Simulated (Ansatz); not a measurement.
# Other spins and charges of HSN, triplet at one geometry

Geometry (PBE0/def2-TZVP stationary point for this spin, not checked as a minimum):

```xyz
3

N     0.0000    0.0577    1.1447
S     0.0000   -0.0648   -0.4759
H     0.0000    1.2584   -0.7673
```

Basis cc-pVDZ; Ansatz 0.2.0. Only valence electrons are correlated (noble-gas cores frozen). Prefix R: restricted or restricted open-shell reference; prefix U: unrestricted. Active spaces: valence = (12e, 9o) chosen from the atoms' valence shells.

Gaps are energies of the second state less the first, at fixed atoms, for a selection of the levels run; each method lands on the state that its own search finds for that charge and spin.

Unrestricted rows (U, and Kohn–Sham where it breaks symmetry) aren't spin-pure: their determinants' ⟨S²⟩ exceeds S(S+1) by up to 0.91, so they mix in states of higher spin. For open shells CISD is restricted-active-space CI with the open shells as a complete middle space. A value is left out where its run failed or describes another state than the reference as far as symmetry and spin tell, or, spin-broken singlets apart, can't be checked.

Removing an electron, to the doublet: 8.729 eV at UCCSDTQ.

Large singles or doubles amplitudes warn of static correlation in the HSN⁺ doublet.

| level | gap (eV) | error (meV) | ⟨S²⟩ where 0.1 over S(S+1) (first / second) |
| --- | --- | --- | --- |
| RHF | 9.593 | 864 | – / – |
| UHF | 8.944 | 215 | – / 1.42 |
| RMP2 | 8.879 | 150 | – / – |
| UMP2 | 9.453 | 724 | – / 1.42 |
| CISD | 9.109 | 380 | – / – |
| RCCSD | 8.954 | 225 | – / – |
| UCCSD | 8.942 | 213 | – / 1.42 |
| RCCSD(T) | 8.760 | 31 | – / – |
| UCCSD(T) | 8.820 | 91 | – / 1.42 |
| BCCD(T) | 8.772 | 43 | – / – |
| RCCSDT | 8.753 | 24 | – / – |
| UCCSDT | 8.752 | 23 | – / 1.42 |
| RCCSDT(Q) | 8.728 | -1 | – / – |
| UCCSDT(Q) | 8.722 | -7 | – / 1.42 |
| RCCSDTQ | 8.729 | 0 | – / – |
| CASSCF (valence space) | 7.757 | -972 | – / – |
| NEVPT2 (valence space) | 8.545 | -184 | – / – |
| MRCISD (valence space) | 8.576 | -153 | – / – |
| MRCISD+Q (valence space) | 8.696 | -33 | – / – |
| PBE | 9.112 | 383 | – / – |
| r2SCAN | 9.432 | 703 | – / – |
| PBE0 | 9.458 | 729 | – / 0.85 |
| B3LYP | 9.369 | 640 | – / – |
| wB97M-V | 9.297 | 568 | – / – |
| B2PLYP | 9.283 | 554 | – / 1.09 |
| RPA-PBE | 8.795 | 66 | – / – |

Problem. PBE gives 12.000 eV for removing an electron, to the quartet. Estimate what UCCSDTQ gives in cc-pVDZ.

Solution. UCCSDTQ in cc-pVDZ gives 11.494 eV, so against it PBE is off by 0.506 eV, of which a good part can be the reference's own basis and frozen-core error.

```csv
level,gap (eV),error (meV)
RHF,10.491,-1003
UHF,10.447,-1047
RMP2,11.496,2
RCCSD,11.438,-56
UCCSD(T),11.490,-4
RCCSDTQ,11.494,0
CASSCF (valence space),10.656,-838
NEVPT2 (valence space),11.339,-155
B3LYP,11.981,487
```

Quintet less triplet: 6.897 eV at UCCSDTQ.

```
                 level  gap (eV)  error (meV)
                  RMP2     6.847          -50
              UCCSD(T)     6.893           -4
                RCCSDT     6.894           -3
                UCCSDT     6.893           -4
             RCCSDT(Q)     6.898            1
NEVPT2 (valence space)     6.939           42
MRCISD (valence space)     6.916           19
                   PBE     6.917           20
               wB97M-V     7.018          121
                B2PLYP     6.942           45
```

Problem. PBE gives -0.012 eV for singlet less triplet. Estimate what UCCSDTQ gives in cc-pVDZ.

Solution. UCCSDTQ in cc-pVDZ gives 0.206 eV, so against it PBE is off by -0.218 eV, of which a good part can be the reference's own basis and frozen-core error.

```tsv
level	gap (eV)	error (meV)	⟨S²⟩ where 0.1 over S(S+1) (first / second)
RHF	1.143	937	– / –
UHF	0.646	440	– / 0.91
RMP2	0.344	138	– / –
UMP2	0.390	184	– / 0.91
CISD	0.560	354	– / –
RCCSD	0.370	164	– / –
UCCSD	0.244	38	– / 0.91
RCCSD(T)	0.223	17	– / –
UCCSD(T)	0.160	-46	– / 0.91
BCCD(T)	0.227	21	– / –
RCCSDT	0.219	13	– / –
UCCSDT*	0.070	-136	– / 0.91
RCCSDT(Q)	0.196	-10	– / –
UCCSDT(Q)*	0.028	-178	– / 0.91
RCCSDTQ	0.203	-3	– / –
CASSCF (valence space)	-0.031	-237	– / –
NEVPT2 (valence space)	0.267	61	– / –
MRCISD (valence space)	0.169	-37	– / –
MRCISD+Q (valence space)	0.202	-4	– / –
r2SCAN	0.133	-73	– / 0.76
PBE0	0.145	-61	– / 0.74
B3LYP	0.077	-129	– / 0.69
wB97M-V	0.151	-55	– / 0.50
B2PLYP	0.144	-62	– / 0.81
RPA-PBE	0.017	-189	– / 0.65
```

An asterisk marks runs whose energy the program itself flagged as in doubt.

Wrong sign: CASSCF (valence space).

In so small a basis the reference is far from its limit while semilocal and hybrid functionals are nearer theirs (RPA and double hybrids share part of the reference's basis error), so the functionals' errors here hold much of the reference's basis and frozen-core error, which can add to them or hide them.

Full CI isn't at hand for all of this; UCCSDTQ serves as the reference, and is uncertain by the last step of the cluster series or more. The frozen core follows each run's orbitals, which can shift R against U totals by a few meV.
